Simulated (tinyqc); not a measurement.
CIS on RHF in the sto-3g basis, for BH2+, spin multiplicity 1, step by step (part 1 of 2). Computed by tinyqc, a small Python program that keeps every step (integrals from PySCF). Settings: charge = 1, multiplicity = 1, basis = sto-3g, method = RHF, energy threshold = 1e-10, iteration cap = 85, orthogonalisation = symmetric, start = Wolfsberg-Helmholz matrix, DIIS depth = 6. Command: `OMP_NUM_THREADS=1 python tinyqc.py 28480 28481 out.jsonl` (the two numbers bound the seeds that draw the settings). One thread of a shared host (Intel(R) Xeon(R) Processor @ 2.60GHz), about 0.07 s of CPU time with the checks. Later iterations appear only in the table of the cycle.

## One-electron integrals

Geometry (angstrom):

| atom | x | y | z |
|---|---|---|---|
| B | 0.000000 | 0.000000 | 0.000000 |
| H | 0.000000 | 1.359000 | 0.455000 |
| H | 0.000000 | -1.359000 | 0.455000 |

Basis sto-3g: exponents (1/bohr^2) and contraction coefficients of normalised primitives:

| element | l (shell) | exponent | coefficient |
|---|---|---|---|
| B | s (1) | 48.791113 | 0.154329 |
| B | s (1) | 8.887362 | 0.535328 |
| B | s (1) | 2.405267 | 0.444635 |
| B | s (2) | 2.236956 | -0.099967 |
| B | s (2) | 0.519821 | 0.399513 |
| B | s (2) | 0.169062 | 0.700115 |
| B | p (3) | 2.236956 | 0.155916 |
| B | p (3) | 0.519821 | 0.607684 |
| B | p (3) | 0.169062 | 0.391957 |
| H | s (1) | 3.425251 | 0.154329 |
| H | s (1) | 0.623914 | 0.535328 |
| H | s (1) | 0.168855 | 0.444635 |

Overlap, kinetic and nuclear-attraction integrals over the contracted functions; the nuclear repulsion is the sum of Za Zb / Rab.

nuclear repulsion = 3.88711153 hartree

overlap S:
```
           1B 1s     1B 2s    1B 2px     1B 2py    1B 2pz     2H 1s      3H 1s
1B 1s   1.000000  0.269328  0.000000   0.000000  0.000000  0.038449   0.038449
1B 2s   0.269328  1.000000  0.000000   0.000000  0.000000  0.358615   0.358615
1B 2px  0.000000  0.000000  1.000000   0.000000  0.000000  0.000000   0.000000
1B 2py  0.000000  0.000000  0.000000   1.000000  0.000000  0.378556  -0.378556
1B 2pz  0.000000  0.000000  0.000000   0.000000  1.000000  0.126742   0.126742
2H 1s   0.038449  0.358615  0.000000   0.378556  0.126742  1.000000   0.032524
3H 1s   0.038449  0.358615  0.000000  -0.378556  0.126742  0.032524   1.000000
```

kinetic energy T (hartree):
```
            1B 1s      1B 2s    1B 2px     1B 2py    1B 2pz      2H 1s      3H 1s
1B 1s   10.826302  -0.047967  0.000000   0.000000  0.000000  -0.011218  -0.011218
1B 2s   -0.047967   0.359168  0.000000   0.000000  0.000000   0.039436   0.039436
1B 2px   0.000000   0.000000  1.123881   0.000000  0.000000   0.000000   0.000000
1B 2py   0.000000   0.000000  0.000000   1.123881  0.000000   0.119604  -0.119604
1B 2pz   0.000000   0.000000  0.000000   0.000000  1.123881   0.040044   0.040044
2H 1s   -0.011218   0.039436  0.000000   0.119604  0.040044   0.760032  -0.009064
3H 1s   -0.011218   0.039436  0.000000  -0.119604  0.040044  -0.009064   0.760032
```

nuclear attraction V (hartree):
```
             1B 1s      1B 2s     1B 2px     1B 2py     1B 2pz      2H 1s      3H 1s
1B 1s   -23.885872  -3.338256   0.000000   0.000000  -0.008135  -0.478261  -0.478261
1B 2s    -3.338256  -4.500228   0.000000   0.000000  -0.077530  -1.334253  -1.334253
1B 2px    0.000000   0.000000  -4.413743   0.000000   0.000000   0.000000   0.000000
1B 2py    0.000000   0.000000   0.000000  -4.564220   0.000000  -1.321557   1.321557
1B 2pz   -0.008135  -0.077530   0.000000   0.000000  -4.430611  -0.451812  -0.451812
2H 1s    -0.478261  -1.334253   0.000000  -1.321557  -0.451812  -3.257581  -0.123930
3H 1s    -0.478261  -1.334253   0.000000   1.321557  -0.451812  -0.123930  -3.257581
```

core Hamiltonian H = T + V (hartree):
```
             1B 1s      1B 2s     1B 2px     1B 2py     1B 2pz      2H 1s      3H 1s
1B 1s   -13.059570  -3.386224   0.000000   0.000000  -0.008135  -0.489480  -0.489480
1B 2s    -3.386224  -4.141060   0.000000   0.000000  -0.077530  -1.294817  -1.294817
1B 2px    0.000000   0.000000  -3.289863   0.000000   0.000000   0.000000   0.000000
1B 2py    0.000000   0.000000   0.000000  -3.440339   0.000000  -1.201953   1.201953
1B 2pz   -0.008135  -0.077530   0.000000   0.000000  -3.306730  -0.411768  -0.411768
2H 1s    -0.489480  -1.294817   0.000000  -1.201953  -0.411768  -2.497550  -0.132994
3H 1s    -0.489480  -1.294817   0.000000   1.201953  -0.411768  -0.132994  -2.497550
```

## Two-electron integrals

Functions are numbered as in S; the eight-fold symmetry (ij|kl) = (ji|kl) = (kl|ij) leaves the list below.

Two-electron integrals (ij|kl) in chemists' order, unique and non-zero (hartree):
```
(11|11) 2.923513    (21|11) 0.518376    (21|21) 0.109262    (22|11) 0.744229
(22|21) 0.193177    (22|22) 0.544804    (31|31) 0.020264    (32|31) 0.029996
(32|32) 0.120346    (33|11) 0.742491    (33|21) 0.193240    (33|22) 0.544682
(33|33) 0.586773    (41|41) 0.020264    (42|41) 0.029996    (42|42) 0.120346
(43|43) 0.031630    (44|11) 0.742491    (44|21) 0.193240    (44|22) 0.544682
(44|33) 0.523513    (44|44) 0.586773    (51|51) 0.020264    (52|51) 0.029996
(52|52) 0.120346    (53|53) 0.031630    (54|54) 0.031630    (55|11) 0.742491
(55|21) 0.193240    (55|22) 0.544682    (55|33) 0.523513    (55|44) 0.523513
(55|55) 0.586773    (61|11) 0.073596    (61|21) 0.015467    (61|22) 0.027472
(61|33) 0.027347    (61|41) 0.001032    (61|42) 0.001922    (61|44) 0.027699
(61|51) 0.000346    (61|52) 0.000643    (61|54) 0.000118    (61|55) 0.027387
(61|61) 0.002255    (62|11) 0.196763    (62|21) 0.051978    (62|22) 0.163810
(62|33) 0.158957    (62|41) 0.005387    (62|42) 0.034370    (62|44) 0.171904
(62|51) 0.001804    (62|52) 0.011507    (62|54) 0.004335    (62|55) 0.160408
(62|61) 0.007856    (62|62) 0.071322    (63|31) 0.004920    (63|32) 0.023681
(63|43) 0.006219    (63|53) 0.002082    (63|63) 0.007317    (64|11) 0.182249
(64|21) 0.048744    (64|22) 0.162052    (64|33) 0.153568    (64|41) 0.009203
(64|42) 0.054312    (64|44) 0.177546    (64|51) 0.001434    (64|52) 0.010256
(64|54) 0.005946    (64|55) 0.154862    (64|61) 0.007678    (64|62) 0.082304
(64|64) 0.100359    (65|11) 0.061018    (65|21) 0.016320    (65|22) 0.054256
(65|33) 0.051415    (65|41) 0.001434    (65|42) 0.010256    (65|44) 0.055279
(65|51) 0.005400    (65|52) 0.027115    (65|54) 0.007512    (65|55) 0.056013
(65|61) 0.002571    (65|62) 0.027556    (65|64) 0.031151    (65|65) 0.017746
(66|11) 0.367032    (66|21) 0.098684    (66|22) 0.353102    (66|33) 0.332946
(66|41) 0.011535    (66|42) 0.099768    (66|44) 0.386882    (66|51) 0.003862
(66|52) 0.033403    (66|54) 0.018058    (66|55) 0.338992    (66|61) 0.015114
(66|62) 0.203517    (66|64) 0.253937    (66|65) 0.085020    (66|66) 0.774606
(71|11) 0.073596    (71|21) 0.015467    (71|22) 0.027472    (71|33) 0.027347
(71|41) -0.001032   (71|42) -0.001922   (71|44) 0.027699    (71|51) 0.000346
(71|52) 0.000643    (71|54) -0.000118   (71|55) 0.027387    (71|61) 0.002142
(71|62) 0.007088    (71|64) 0.006393    (71|65) 0.002332    (71|66) 0.013391
(71|71) 0.002255    (72|11) 0.196763    (72|21) 0.051978    (72|22) 0.163810
(72|33) 0.158957    (72|41) -0.005387   (72|42) -0.034370   (72|44) 0.171904
(72|51) 0.001804    (72|52) 0.011507    (72|54) -0.004335   (72|55) 0.160408
(72|61) 0.007088    (72|62) 0.042343    (72|64) 0.037502    (72|65) 0.015996
(72|66) 0.089156    (72|71) 0.007856    (72|72) 0.071322    (73|31) 0.004920
(73|32) 0.023681    (73|43) -0.006219   (73|53) 0.002082    (73|63) 0.003773
(73|73) 0.007317    (74|11) -0.182249   (74|21) -0.048744   (74|22) -0.162052
(74|33) -0.153568   (74|41) 0.009203    (74|42) 0.054312    (74|44) -0.177546
(74|51) -0.001434   (74|52) -0.010256   (74|54) 0.005946    (74|55) -0.154862
(74|61) -0.006393   (74|62) -0.037502   (74|64) -0.030688   (74|65) -0.013958
(74|66) -0.077729   (74|71) -0.007678   (74|72) -0.082304   (74|74) 0.100359
(75|11) 0.061018    (75|21) 0.016320    (75|22) 0.054256    (75|33) 0.051415
(75|41) -0.001434   (75|42) -0.010256   (75|44) 0.055279    (75|51) 0.005400
(75|52) 0.027115    (75|54) -0.007512   (75|55) 0.056013    (75|61) 0.002332
(75|62) 0.015996    (75|64) 0.013958    (75|65) 0.009682    (75|66) 0.034893
(75|71) 0.002571    (75|72) 0.027556    (75|74) -0.031151   (75|75) 0.017746
(76|11) 0.018992    (76|21) 0.004989    (76|22) 0.015410    (76|33) 0.015086
(76|44) 0.015658    (76|51) 0.000324    (76|52) 0.001979    (76|55) 0.015472
(76|61) 0.000719    (76|62) 0.005204    (76|64) 0.005304    (76|65) 0.002215
(76|66) 0.012602    (76|71) 0.000719    (76|72) 0.005204    (76|74) -0.005304
(76|75) 0.002215    (76|76) 0.000499    (77|11) 0.367032    (77|21) 0.098684
(77|22) 0.353102    (77|33) 0.332946    (77|41) -0.011535   (77|42) -0.099768
(77|44) 0.386882    (77|51) 0.003862    (77|52) 0.033403    (77|54) -0.018058
(77|55) 0.338992    (77|61) 0.013391    (77|62) 0.089156    (77|64) 0.077729
(77|65) 0.034893    (77|66) 0.194656    (77|71) 0.015114    (77|72) 0.203517
(77|74) -0.253937   (77|75) 0.085020    (77|76) 0.012602    (77|77) 0.774606
```

## Orthogonalisation

S = U s U^T; symmetric (Loewdin) form X = U s^(-1/2) U^T, so that X^T S X = 1.

eigenvalues of S: 0.436995  0.448133  0.898851  1.000000  1.064759  1.519344  1.631918

X:
```
            1B 1s      1B 2s    1B 2px     1B 2py     1B 2pz      2H 1s      3H 1s
1B 1s    1.031051  -0.157196  0.000000   0.000000  -0.005468   0.023258   0.023258
1B 2s   -0.157196   1.156193  0.000000   0.000000   0.043642  -0.221375  -0.221375
1B 2px   0.000000   0.000000  1.000000   0.000000   0.000000   0.000000   0.000000
1B 2py   0.000000   0.000000  0.000000   1.142187   0.000000  -0.241200   0.241200
1B 2pz  -0.005468   0.043642  0.000000   0.000000   1.014945  -0.076185  -0.076185
2H 1s    0.023258  -0.221375  0.000000  -0.241200  -0.076185   1.140065  -0.022845
3H 1s    0.023258  -0.221375  0.000000   0.241200  -0.076185  -0.022845   1.140065
```

## Starting guess

The start is the generalised Wolfsberg-Helmholz matrix (K = 1.75) built on H; D = 2 C_occ C_occ^T.

D at the start:
```
            1B 1s      1B 2s    1B 2px     1B 2py     1B 2pz      2H 1s      3H 1s
1B 1s    2.039637  -0.173766  0.000000   0.000000  -0.105170  -0.185249  -0.185249
1B 2s   -0.173766   0.831151  0.000000   0.000000   0.301099   0.423439   0.423439
1B 2px   0.000000   0.000000  0.000000   0.000000   0.000000   0.000000   0.000000
1B 2py   0.000000   0.000000  0.000000   1.076425   0.000000   0.410191  -0.410191
1B 2pz  -0.105170   0.301099  0.000000   0.000000   0.109968   0.155436   0.155436
2H 1s   -0.185249   0.423439  0.000000   0.410191   0.155436   0.376706   0.064084
3H 1s   -0.185249   0.423439  0.000000  -0.410191   0.155436   0.064084   0.376706
```

## Iteration 1: building the Fock matrix

J_ij = sum D_kl (ij|kl), K_ij = sum D_kl (ik|jl); F = H + J - 0.5 K; E = tr D H + tr D J / 2 - 0.25 tr D K + E_nn.

Coulomb J (hartree):
```
           1B 1s     1B 2s    1B 2px     1B 2py    1B 2pz     2H 1s      3H 1s
1B 1s   8.176866  1.650837  0.000000   0.000000  0.025262  0.235635   0.235635
1B 2s   1.650837  3.374571  0.000000   0.000000  0.144282  1.042111   1.042111
1B 2px  0.000000  0.000000  3.306747   0.000000  0.000000  0.000000   0.000000
1B 2py  0.000000  0.000000  0.000000   3.478962  0.000000  1.046891  -1.046891
1B 2pz  0.025262  0.144282  0.000000   0.000000  3.325718  0.370789   0.370789
2H 1s   0.235635  1.042111  0.000000   1.046891  0.370789  2.394237   0.097411
3H 1s   0.235635  1.042111  0.000000  -1.046891  0.370789  0.097411   2.394237
```

exchange K (hartree):
```
            1B 1s     1B 2s    1B 2px     1B 2py     1B 2pz     2H 1s      3H 1s
1B 1s    5.873152  1.107377  0.000000   0.000000  -0.007671  0.157378   0.157378
1B 2s    1.107377  1.112960  0.000000   0.000000   0.318816  0.571797   0.571797
1B 2px   0.000000  0.000000  0.222415   0.000000   0.000000  0.000000   0.000000
1B 2py   0.000000  0.000000  0.000000   1.217886   0.000000  0.584942  -0.584942
1B 2pz  -0.007671  0.318816  0.000000   0.000000   0.333192  0.216218   0.216218
2H 1s    0.157378  0.571797  0.000000   0.584942   0.216218  0.882772   0.063076
3H 1s    0.157378  0.571797  0.000000  -0.584942   0.216218  0.063076   0.882772
```

Fock matrix F (hartree):
```
            1B 1s      1B 2s     1B 2px     1B 2py     1B 2pz      2H 1s      3H 1s
1B 1s   -7.819279  -2.289075   0.000000   0.000000   0.020962  -0.332534  -0.332534
1B 2s   -2.289075  -1.322969   0.000000   0.000000  -0.092657  -0.538605  -0.538605
1B 2px   0.000000   0.000000  -0.094323   0.000000   0.000000   0.000000   0.000000
1B 2py   0.000000   0.000000   0.000000  -0.570320   0.000000  -0.447533   0.447533
1B 2pz   0.020962  -0.092657   0.000000   0.000000  -0.147609  -0.149088  -0.149088
2H 1s   -0.332534  -0.538605   0.000000  -0.447533  -0.149088  -0.544699  -0.067122
3H 1s   -0.332534  -0.538605   0.000000   0.447533  -0.149088  -0.067122  -0.544699
```

total energy of this density = -25.02573459 hartree

## Iteration 1: diagonalisation and new density

Diagonalise F' = X^T F X, C = X C', fill 3 alpha and 3 beta electrons from the bottom; D = 2 C_occ C_occ^T. Each column has its largest component positive (the first on a tie).

F' = X^T F X (hartree):
```
           1          2          3          4          5          6          7
1  -7.628104  -1.181952   0.000000   0.000000   0.019090  -0.003358  -0.003358
2  -1.181952  -0.688653   0.000000   0.000000  -0.018222  -0.311861  -0.311861
3   0.000000   0.000000  -0.094323   0.000000   0.000000   0.000000   0.000000
4   0.000000   0.000000   0.000000  -0.306429   0.000000  -0.355434   0.355434
5   0.019090  -0.018222   0.000000   0.000000  -0.116537  -0.118201  -0.118201
6  -0.003358  -0.311861   0.000000  -0.355434  -0.118201  -0.261909  -0.051814
7  -0.003358  -0.311861   0.000000   0.355434  -0.118201  -0.051814  -0.261909
```

orbital energies (hartree): MO1 -7.824707, MO2 -0.866672, MO3 -0.763225, MO4 -0.161754, MO5 -0.094323, MO6 0.106117, MO7 0.246701

coefficients C:
```
              MO1        MO2        MO3        MO4       MO5        MO6        MO7
1B 1s    0.991599  -0.229708   0.000000   0.142616  0.000000  -0.180320   0.000000
1B 2s    0.031286   0.683528   0.000000  -0.553088  0.000000   0.829046   0.000000
1B 2px   0.000000   0.000000   0.000000   0.000000  1.000000   0.000000   0.000000
1B 2py   0.000000   0.000000   0.615883   0.000000  0.000000   0.000000   1.020605
1B 2pz  -0.001198   0.130288   0.000000   0.819766  0.000000   0.595537   0.000000
2H 1s   -0.005157   0.325364   0.374524   0.255986  0.000000  -0.712758  -0.770771
3H 1s   -0.005157   0.325364  -0.374524   0.255986  0.000000  -0.712758   0.770771
```

D after iteration 1:
```
            1B 1s      1B 2s    1B 2px     1B 2py     1B 2pz      2H 1s      3H 1s
1B 1s    2.072069  -0.251977  0.000000   0.000000  -0.062232  -0.159706  -0.159706
1B 2s   -0.251977   0.936378  0.000000   0.000000   0.178036   0.444468   0.444468
1B 2px   0.000000   0.000000  0.000000   0.000000   0.000000   0.000000   0.000000
1B 2py   0.000000   0.000000  0.000000   0.758623   0.000000   0.461326  -0.461326
1B 2pz  -0.062232   0.178036  0.000000   0.000000   0.033953   0.084795   0.084795
2H 1s   -0.159706   0.444468  0.000000   0.461326   0.084795   0.492314  -0.068760
3H 1s   -0.159706   0.444468  0.000000  -0.461326   0.084795  -0.068760   0.492314
```

## Iteration 7 (converged): orbitals

converged F (hartree):
```
            1B 1s      1B 2s     1B 2px     1B 2py     1B 2pz      2H 1s      3H 1s
1B 1s   -7.904199  -2.294610   0.000000   0.000000   0.006563  -0.335893  -0.335893
1B 2s   -2.294610  -1.398914   0.000000   0.000000  -0.060591  -0.555724  -0.555724
1B 2px   0.000000   0.000000  -0.144596   0.000000   0.000000   0.000000   0.000000
1B 2py   0.000000   0.000000   0.000000  -0.554528   0.000000  -0.457848   0.457848
1B 2pz   0.006563  -0.060591   0.000000   0.000000  -0.164330  -0.121355  -0.121355
2H 1s   -0.335893  -0.555724   0.000000  -0.457848  -0.121355  -0.569796  -0.050003
3H 1s   -0.335893  -0.555724   0.000000   0.457848  -0.121355  -0.050003  -0.569796
```

As before.

F' = X^T F X (hartree):
```
           1          2          3          4          5          6          7
1  -7.718339  -1.162548   0.000000   0.000000   0.001181  -0.006369  -0.006369
2  -1.162548  -0.771652   0.000000   0.000000   0.007538  -0.314626  -0.314626
3   0.000000   0.000000  -0.144596   0.000000   0.000000   0.000000   0.000000
4   0.000000   0.000000   0.000000  -0.279372   0.000000  -0.362845   0.362845
5   0.001181   0.007538   0.000000   0.000000  -0.139354  -0.092766  -0.092766
6  -0.006369  -0.314626   0.000000  -0.362845  -0.092766  -0.287831  -0.034056
7  -0.006369  -0.314626   0.000000   0.362845  -0.092766  -0.034056  -0.287831
```

orbital energies (hartree): MO1 -7.908587, MO2 -0.915310, MO3 -0.779874, MO4 -0.192665, MO5 -0.144596, MO6 0.065329, MO7 0.246727

coefficients C:
```
              MO1        MO2        MO3        MO4       MO5        MO6        MO7
1B 1s    0.992450  -0.241528   0.000000   0.118325  0.000000  -0.177750   0.000000
1B 2s    0.028160   0.738079   0.000000  -0.485707  0.000000   0.824589   0.000000
1B 2px   0.000000   0.000000   0.000000   0.000000  1.000000   0.000000   0.000000
1B 2py   0.000000   0.000000   0.579481   0.000000  0.000000   0.000000   1.041704
1B 2pz   0.000373   0.065847   0.000000   0.832585  0.000000   0.588322   0.000000
2H 1s   -0.004369   0.293970   0.401492   0.277485  0.000000  -0.718336  -0.757074
3H 1s   -0.004369   0.293970  -0.401492   0.277485  0.000000  -0.718336   0.757074
```

D after iteration 7:
```
            1B 1s      1B 2s    1B 2px     1B 2py     1B 2pz      2H 1s      3H 1s
1B 1s    2.086587  -0.300639  0.000000   0.000000  -0.031067  -0.150676  -0.150676
1B 2s   -0.300639   1.091108  0.000000   0.000000   0.097221   0.433701   0.433701
1B 2px   0.000000   0.000000  0.000000   0.000000   0.000000   0.000000   0.000000
1B 2py   0.000000   0.000000  0.000000   0.671597   0.000000   0.465314  -0.465314
1B 2pz  -0.031067   0.097221  0.000000   0.000000   0.008672   0.038711   0.038711
2H 1s   -0.150676   0.433701  0.000000   0.465314   0.038711   0.495267  -0.149517
3H 1s   -0.150676   0.433701  0.000000  -0.465314   0.038711  -0.149517   0.495267
```

## Convergence

Stop when the energy changes by less than 1e-10 hartree and every element of the error matrix X^T (F D S - S D F) X is below 3e-06.

Course of the cycle:

| iteration | E (hartree) | change | largest element of the error matrix |
|---|---|---|---|
| 1 | -25.02573459 | - | 2.37e-01 |
| 2 | -25.09416840 | -6.84e-02 | 4.77e-02 |
| 3 | -25.10212601 | -7.96e-03 | 1.31e-02 |
| 4 | -25.10278799 | -6.62e-04 | 4.55e-04 |
| 5 | -25.10278891 | -9.20e-07 | 3.09e-05 |
| 6 | -25.10278891 | -1.50e-09 | 3.68e-06 |
| 7 | -25.10278891 | -3.44e-11 | 2.12e-07 |

PySCF RHF in the same basis = -25.10278891 hartree

Converged in 7 iterations.

## Populations, bond orders and dipole

Mulliken: Z minus the diagonal of D S on the atom; Loewdin: the same with S^(1/2) D S^(1/2); Mayer order: 2 sum_s sum (D(s) S)_ij (D(s) S)_ji over the two atoms.

Charges (e):

| atom | Mulliken | Loewdin |
|---|---|---|
| 1B | 0.642393 | 0.704414 |
| 2H | 0.178804 | 0.147793 |
| 3H | 0.178804 | 0.147793 |

Mayer bond orders:

| pair | order |
|---|---|
| 2-1 | 0.944032 |
| 3-1 | 0.944032 |
| 3-2 | 0.023998 |

dipole moment about the origin, x y z (debye): 0.000000  0.000000  0.035207
